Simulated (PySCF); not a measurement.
Structure problem from calculated spectra and properties.

Elements present: C, F and H. Monoisotopic mass: 66.0281 u.

| Property | Result |
| --- | --- |
| UV, first state | lowest singlet excitation: 9.11 eV (136 nm, f = 0.022) [TDDFT PBE0/def2-SVPD] |
| 1H NMR | chemical shifts (computed TMS as zero) by class: 4.99 (4 H) ppm [GIAO PBE0/pcSseg-1] |
| 13C NMR | chemical shifts (computed TMS as zero) by class: 88.7 (2 C) ppm [GIAO PBE0/pcSseg-1] |
| NMR, other nuclei | isotropic shieldings of nuclei other than C and H, by class: 414 (2 F) ppm [GIAO PBE0/pcSseg-1] |
| Rotational structure | rotational constants A, B, C: 19.378, 4.602, 4.247 GHz [GFN2-xTB] |
| Polarisability | 28.8 au [PBE0/def2-SVPD] |
| Dipole | 2.39 D [PBE0/def2-SVPD] |
| Triplet | lowest triplet excitation (Tamm–Dancoff): 8.79 eV [TDA PBE0/def2-SVPD] |

The electronic properties come from PySCF, for the isolated species, density fitting. Levels stand in brackets. NMR shifts are as computed; neighbouring signals can stand in another order in a measured spectrum. One conformer (not necessarily the lowest) at the GFN2-xTB geometry, without solvent, vibrations or thermal averaging. Each NMR value is the plain mean over a class of atoms that symmetry, rotation or inversion makes alike.

Problem. Which formula fits the mass and the elements?

Solution. C2H4F2 (calculated 66.0281). No other formula that holds each of these elements comes within 0.0003 u with a fitting electron parity and a possible valence count.

Problem. Propose a structure and show how it fits.

Solution. Numbering: `[F:1][CH2:2][CH2:3][F:4]`. Its formula, C2H4F2, gives 0 degrees of unsaturation, so no ring and no π bond. 2 carbons fall into 1 class: sp3 C–F carbon [C2/C3] (88.7 ppm, 2 C). All hydrogens form one class (4.99 ppm): methylene hydrogen. The other shieldings belong to: 414 ppm, alkyl fluorine [F1/F4]. The optimised geometry has point group C2 and is an asymmetric top. Structure: 1,2-difluoroethane, `FCCF`. Computed isomers that give other values at the same levels: `CC(F)F` (13C chemical shifts (computed TMS as zero) by class: 121.2 (1 C), 23.5 (1 C) ppm). The assignments are read from this structure; whether some other isomer fits the data as well wasn't checked.

Shape of the structure used: `[F:1][CH2:2][CH2:3][F:4]`: F1–C2–C3–F4 86°.
